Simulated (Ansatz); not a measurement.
CH6NSi, doublet: at the start structure of a reaction step.

in.yaml

```yaml
crystal:
  periodic: [false, false, false]
  atoms:
    - {symbol: C, position_ang: [-1.309379, -0.662575, 0.478528]}
    - {symbol: N, position_ang: [0.025929, -0.324816, 0.574380]}
    - {symbol: Si, position_ang: [0.895036, 0.640347, -0.567864]}
    - {symbol: H, position_ang: [-1.740005, -1.316265, 1.222241]}
    - {symbol: H, position_ang: [-1.803797, -0.524874, -0.472716]}
    - {symbol: H, position_ang: [0.463008, -0.542174, 1.454775]}
    - {symbol: H, position_ang: [0.381035, 2.035884, -0.654120]}
    - {symbol: H, position_ang: [2.307291, 0.655642, -0.112235]}
    - {symbol: H, position_ang: [0.780883, 0.038831, -1.923088]}
basis:
  gaussian: {orbitals: def2-TZVPP}
magnetization: {spin_polarized: true, initial_magnetization: 1}
hamiltonian: {xc: {name: r2SCAN0}, dispersion: d4}
```

Run by:

```bash
ansatz run in.yaml --threads 4 --pin off --events-out ev --progress --plain --max-ram 9574MiB
```

What Ansatz 0.2.0 printed:

```
Functional definition: r2SCAN0
  name "r2SCAN0"
  cite "Bursch, Neugebauer, Ehlert & Grimme, J. Chem. Phys. 156, 134105 (2022) doi:10.1063/5.0086040"
  cite "Furness, Kaplan, Ning, Perdew & Sun, J. Phys. Chem. Lett. 11, 8208 (2020) doi:10.1021/acs.jpclett.0c02405"
  cite "Furness, Kaplan, Ning, Perdew & Sun, J. Phys. Chem. Lett. 11, 9248 (2020) doi:10.1021/acs.jpclett.0c03077"
  parent r2scan
  parameter a = 0.25
  parameter k0 = 0.174
  parameter k1 = 0.065
  parameter a1 = 4.9479
  exchange = (1 - a)*r2scan_x(k0 = k0, k1 = k1, a1 = a1) + a*exact_x
  correlation = r2scan_c
980 factors; their error is unknown
mean field evaluation 1: about -10495.0443 eV, gradient 3.4e1 eV
mean field evaluation 2: about -10491.8492 eV, gradient 4.2e1 eV
mean field evaluation 4: about -10499.8703 eV, gradient 2.0e0 eV
mean field evaluation 8: about -10499.8932 eV, gradient 6.6e-2 eV
mean field evaluation 16: about -10499.9118 eV, gradient 4.6e-4 eV
mean field -10499.91176983 eV, -385.8646404454 hartree, gradient 5.9e-5 eV, S^2 0.757022; 0 other end points of the search recorded, 0 dependent functions left out
reference -10499.91178118 eV, -385.8646408625 hartree; 17, 16 occupied and 171, 172 virtual orbitals, 980 factors
Total energy: -10499.95148691 eV, -385.8661000211 hartree
```

The run took about 9.5 s on 4 CPU threads of an AMD EPYC (shared host).
